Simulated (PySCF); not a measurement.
Working out the ionisation energy of O

O [He] 2s2 2p4 (3P) → O⁺ [He] 2s2 2p3 (4S). All numbers are calculated (PySCF 2.14, scalar relativity by spin-free X2C-1e, in Sapporo-DZP-2012). Frozen: 1s2. Energies in hartree (1 hartree = 27.21139 eV):

| part | O (lower) | O⁺ (upper) |
| --- | --- | --- |
| UHF | -74.836979 | -74.397417 |
| CCSD correlation | -0.128126 | -0.093920 |
| (T) | -0.000950 | -0.000648 |

**Question.** What does Hartree-Fock give?

**Answer.** (-74.397417) − (-74.836979) = 0.439562 hartree = 11.961 eV.

**Question.** What do CCSD and CCSD(T) give?

**Answer.** The CCSD correlation energies differ by 0.034206 hartree = 0.931 eV and the triples by 0.000302 hartree = 0.008 eV, so CCSD gives 12.892 eV and CCSD(T) 12.900 eV.

Measured between the centres of the two terms (NIST): 13.608 eV, so CCSD(T) (valence) is off by -0.708 eV.

A double-zeta basis recovers only part of the correlation energy.

What remains against the reference includes basis incompleteness, the frozen core and higher excitations.
